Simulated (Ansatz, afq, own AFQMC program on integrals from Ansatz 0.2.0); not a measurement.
**Where AFQMC and coupled cluster stand for Si$_{2}$GeH$_{8}$O$_{2}$, singlet**

```xyz
13

Si   -2.0273    0.6813    1.1662
O    -0.3826    0.9189    1.1413
Ge    1.0788   -0.0725    1.0809
O     1.0776   -0.9684   -0.4421
Si    1.1279   -0.6280   -2.0680
H    -2.6625    1.8791    1.7864
H    -2.5588    0.5046   -0.2189
H    -2.3743   -0.5333    1.9704
H     2.2563    0.9082    1.1092
H     1.0405   -1.1276    2.1919
H     1.6715   -1.8210   -2.7781
H     2.0129    0.5501   -2.3348
H    -0.2394   -0.3264   -2.5895
```

Basis def2-SVP. Noble-gas cores (and the filled d shells of Ga–Kr and In–Xe) are frozen. Ansatz 0.2.0 and our own AFQMC program on the same integrals; the CISD trial comes from CCSD amplitudes, and released means the phaseless constraint is let go. Uncertainties: one standard error, sampling alone. No spin–orbit coupling.

Determinant: RHF, the one that the program's search chose, which needn't be the lowest solution. The geometry is a PBE0/def2-SVP stationary point of this or a neighbouring charge and spin state.

No full CI on the walks' own integrals is used here. The released AFQMC energy serves as the reference, which it does only where one determinant dominates, the energy is flat over the last release times and near the phaseless one (40 meV or 2 meV an electron, half that with transition metals). On small molecules, where full CI could be run and the noise was under 10 meV, such values lay within 10 meV of it in 19 cases of 20, a flattering rate, since the rule was set on those same cases; what remains of the bias isn't in the error bar.

Cautions: no relativity below Rb; no spin-orbit coupling; inner d shell frozen; the released value is read at 0.90 1/Eh with a noise of 15 meV, more than in the cases checked (meV from the phaseless value at times in 1/Eh: 2 ± 11 at 0.21, -20 ± 10 at 0.42, -10 ± 13 at 0.63, 3 ± 15 at 0.90).

The T1 diagnostic is 0.0128 and the weight of the determinant in the CISD state is 0.773. The size of the correlated space is 32 electrons in 110 orbitals.

Reference: AFQMC with the constraint released, correlation energy -20.311 ± 0.015 eV.

```json
{"level": "HF", "E − E(reference) (kcal/mol)": "468.38 ± 0.35", "share of correlation (%)": "0.00"}
{"level": "MP2", "E − E(reference) (kcal/mol)": "50.39 ± 0.35", "share of correlation (%)": "89.24"}
{"level": "CCSD", "E − E(reference) (kcal/mol)": "12.37 ± 0.35", "share of correlation (%)": "97.36"}
{"level": "CCSD(T)", "E − E(reference) (kcal/mol)": "2.03 ± 0.35", "share of correlation (%)": "99.57"}
{"level": "ph-AFQMC/CISD", "E − E(reference) (kcal/mol)": "-0.06 ± 0.42", "share of correlation (%)": "100.01"}
```

Released energies are given only where the last usable release times agree within the noise; a slower fall can still hide under it.
